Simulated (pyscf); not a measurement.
Single points on ωB97X-D3(BJ)/def2-SVP structures (PySCF, gas phase).

### Question
Estimate by transition-state theory the rate constant of H₂B–F (SMILES BF) + HCl (SMILES Cl) -> F–BH–Cl (SMILES FBCl) + H₂ (SMILES [H][H]) (singlet surface; B–H, Cl–H broken, B–Cl, H–H formed) at 298 K, with ωB97M-D3(BJ)/def2-TZVP energies (ideal gas, 1 atm, RRHO with modes under 100 cm⁻¹ raised to 100, one conformer, R ln 2 for chiral ones without a mode under 150 cm⁻¹; no tunnelling).

### Answer
The electronic barrier is 16.6 kcal/mol and the thermal terms add +9.2, so ΔG‡ = 25.8 kcal/mol. With k_BT/h = 6.21e+12 s⁻¹ and RT = 0.592 kcal/mol, and a volume of 4.06e-20 cm³ per molecule at 1 atm, k = 3.2e-26 cm³ molecule⁻¹ s⁻¹. Wigner's tunnelling factor for 982i cm⁻¹ would be 1.94, likely too low at so high a frequency. A shift of 1 kcal/mol in the barrier changes k by a factor 5.4. This is the saddle that the search found; another between the same sides may lie lower.
